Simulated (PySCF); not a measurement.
An unknown is described by computed data only.

Formula: C3H2ClN.

* NMR, other nuclei: isotropic shieldings of nuclei other than C and H, by class: -48 (1 N), 664 (1 Cl) ppm [GIAO B97-2/pcSseg-2]
* 1H NMR: chemical shifts (computed TMS as zero) by class: 6.28 (1 H), 6.22 (1 H) ppm [GIAO B97-2/pcSseg-2]
* 13C NMR: chemical shifts (computed TMS as zero) by class: 138.9 (1 C), 126.9 (1 C), 120.8 (1 C) ppm [GIAO B97-2/pcSseg-2]
* Dipole: 3.56 D [B97-2/pcSseg-2]
* Rotational structure: rotational constants A, B, C: 7.013, 3.184, 2.190 GHz [PBE0-D3(BJ)/def2-TZVP]

Gas-phase values; electronic properties from PySCF, density fitting. Levels stand in brackets. Isolated species at its PBE0-D3(BJ)/def2-TZVP geometry, gas phase. NMR values are class means; diastereotopic atoms form classes of their own.

Question: Give a SMILES that accounts for the data.

Answer: Numbering: `[CH2:1]=[C:2]([Cl:3])[C:4]#[N:5]`. Its formula, C3H2ClN, gives 3 degrees of unsaturation: 0 rings and 3 π bonds in the structure found. 3 carbons fall into 3 classes; from least to most shielded: terminal =CH2 carbon [C1] (138.9 ppm), vinylic C–Cl carbon [C2] (126.9 ppm), nitrile carbon [C4] (120.8 ppm). Hydrogen classes from least to most shielded: 1 H on a terminal =CH2 carbon, C1 (6.28 ppm), 1 H on a terminal =CH2 carbon, C1 (6.22 ppm). The other shieldings belong to: -48 ppm, nitrile nitrogen [N5]; 664 ppm, vinyl chlorine [Cl3]. The optimised geometry has point group Cs and is an asymmetric top. Structure: `ClC(C#N)=C` (2-chloroacrylonitrile). The assignments are read from this structure; whether some other isomer fits the data as well wasn't checked.
